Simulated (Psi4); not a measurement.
Worked example: vertical ionisation energy of [BF2]+ (SMILES F[B+]F)

[BF2]+: 3 atoms, total charge +1, spin state singlet. As SMILES, `F[B+]F`. The coordinates come from a PBE0-D4/def2-TZVP relaxation.

```xyz
3

F     0.3297    1.1405    0.3077
B     0.0000    0.0000    0.0000
F    -0.3297   -1.1405   -0.3077
```

Both states at this one shape; open shells run unrestricted unless said. 1 Eh = 27.2114 eV.

| level | program | singlet [BF2]+ (Eh) | doublet [BF2]2+ (Eh) | HOMO of the first (eV) |
| --- | --- | --- | --- | --- |
| SVWN5/cc-pVTZ | Psi4 | -222.806772 | -221.848946 | -20.82 |
| M06-L/cc-pVTZ | Psi4 | -224.305579 | -223.362084 | -20.94 |
| B3LYP/6-31G* (spherical functions) | Psi4 | -224.247207 | -223.287766 | -22.16 |
| PBE0/cc-pVTZ | Psi4 | -224.114603 | -223.154035 | -22.70 |

**Question.** Work out the vertical ionisation energy at each level.

**Answer.** 
1. SVWN5/cc-pVTZ: -221.848946 − (-222.806772) = 0.957826 Eh = 26.06 eV; −ε(HOMO) = 20.82 eV.
2. M06-L/cc-pVTZ: -223.362084 − (-224.305579) = 0.943495 Eh = 25.67 eV; −ε(HOMO) = 20.94 eV.
3. B3LYP/6-31G* (spherical functions): -223.287766 − (-224.247207) = 0.959441 Eh = 26.11 eV; −ε(HOMO) = 22.16 eV.
4. PBE0/cc-pVTZ: -223.154035 − (-224.114603) = 0.960568 Eh = 26.14 eV; −ε(HOMO) = 22.70 eV.

No measured value is set beside it here; the levels span 25.67 to 26.14 eV. In semi-local functionals −ε(HOMO) lies far under the ionisation energy, a result of self-interaction.
